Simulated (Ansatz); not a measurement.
**C3H4Cl2: one species, many methods**

An exercise on one series of results from a longer session: the logs are not shown, and one member is left open.

Method: functionals in def2-TZVPP, the program's frozen cores in correlated methods; program: Ansatz 0.2.0, Gaussian basis.

Plan: PBE-D4, r2SCAN-D4, PBE0-D4, B3LYP-D4, ωB97X-V, ωB97M-V, B2PLYP; CCSD(T)/def2-TZVPP; MP2/def2-QZVPP; extrapolation to the limit.

### The relaxed structure

All runs share one geometry, relaxed beforehand with PBE0-D4 in a triple-zeta def2 set.

SMILES `Cl/C=C/CCl`, 9 atoms, charge 0, spin multiplicity 1.

Atoms are counted from 1 here; the program's logs count them from 0.

Bond lengths: Cl1–C2 1.715 Å, C2–C3 1.324 Å, C2–H6 1.084 Å, C3–C4 1.481 Å, C3–H7 1.085 Å, C4–Cl5 1.796 Å, C4–H8 1.089 Å, C4–H9 1.090 Å. Angles: Cl1–C2–C3 123.4°, Cl1–C2–H6 113.4°, C3–C2–H6 123.1°, C2–C3–C4 121.7°, C2–C3–H7 120.5°, C4–C3–H7 117.8°, C3–C4–Cl5 111.0°, C3–C4–H8 112.0°, C3–C4–H9 111.7°, Cl5–C4–H8 107.0°, Cl5–C4–H9 105.7°, H8–C4–H9 109.2°.

The first run:

Input file in.yaml:

```yaml
crystal:
  periodic: [false, false, false]
  atoms:
    - {symbol: Cl, position_ang: [-1.050814, -1.265723, 2.413782]}
    - {symbol: C, position_ang: [-0.850792, -0.551072, 0.867583]}
    - {symbol: C, position_ang: [0.326737, -0.208681, 0.369261]}
    - {symbol: C, position_ang: [0.456448, 0.390717, -0.978479]}
    - {symbol: Cl, position_ang: [1.089096, 2.068188, -0.879417]}
    - {symbol: H, position_ang: [-1.783675, -0.406522, 0.335748]}
    - {symbol: H, position_ang: [1.233309, -0.358607, 0.945709]}
    - {symbol: H, position_ang: [-0.500562, 0.441749, -1.495410]}
    - {symbol: H, position_ang: [1.168754, -0.156550, -1.595876]}
basis:
  gaussian: {orbitals: def2-TZVPP}
hamiltonian: {xc: pbe, dispersion: d4}
output: {forces: true, orbitals: {seedname: orbitals}}
```

Command:

```
$ ansatz run in.yaml --threads 4 --pin off --events-out ev --progress --plain --max-ram 10444MiB
```

Steps of the session up to this table: PBE-D4 (GGA); r2SCAN-D4 (meta-GGA); PBE0-D4 (hybrid); B3LYP-D4 (hybrid); ωB97X-V (range-separated); ωB97M-V (range-separated); B2PLYP (double hybrid); CCSD(T) in def2-TZVPP; MP2 in def2-QZVPP.

One table of the session follows, with a row left open; its other results are not shown here.

| method | atomisation energy (kcal/mol) |
| --- | --- |
| PBE-D4 | ? |
| r2SCAN-D4 | 823.0 |
| PBE0-D4 | 829.2 |
| B3LYP-D4 | 815.5 |
| ωB97X-V | 818.0 |
| ωB97M-V | 821.0 |
| B2PLYP | 808.1 |
| HF/def2-TZVPP | 593.4 |
| MP2/def2-TZVPP | 815.2 |
| CCSD/def2-TZVPP | 779.6 |
| CCSD(T)/def2-TZVPP | 795.2 |
| MP2/CBS | 836.6 |
| CCSD(T)/CBS | 816.6 |

Q: Estimate the row for PBE-D4 from the others.

The run gave: atomisation energy (kcal/mol): 846.1. In the column «atomisation energy (kcal/mol)» it is the highest.
